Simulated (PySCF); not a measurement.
Gas-phase reaction: 2 CHCl₂ + 4 C₃H₄ (propyne) ⇌ 4 C₂H₃Cl + C₆H₆

Energies from PySCF, thermal terms from the rigid-rotor harmonic-oscillator model, ideal gas at 1 bar. † marks an energy on the PBE0/def2-TZVP geometry and frequencies; other levels use their own. MP2 freezes the core. 6-31G* has spherical d functions here. Open shells (unrestricted): CHCl₂ (multiplicity 2); the rest are closed-shell singlets. CHCl₂: computed as isolated molecules; such fragments, hydroxides, amides, oligomers or adducts are transient or little studied in the gas. MP2 isn't extrapolated to the basis-set limit; its ΔH°(298 K) is -769.4 kJ in def2-SVP and -765.5 kJ in def2-TZVPP. The harmonic model lacks anharmonicity and excited electronic states, which grow with temperature; levels with a mode under 35 cm⁻¹ are left out.

```tsv
level	ΔE electronic, kJ	ΔH°(298 K), kJ	ΔS°(298 K), J/K	ΔG°(800 K), kJ
BLYP/def2-TZVP†	-736	-705	-228	-513
HF/6-31G*	-696	-663	-221	-477
MP2/def2-SVP†	-801	-769	-228	-578
MP2/def2-TZVPP†	-797	-766	-228	-574
r2SCAN/def2-TZVP†	-788	-757	-228	-565
```
ΔH° is lowest at MP2/def2-SVP† and highest at HF/6-31G*. No reference value is set beside these.
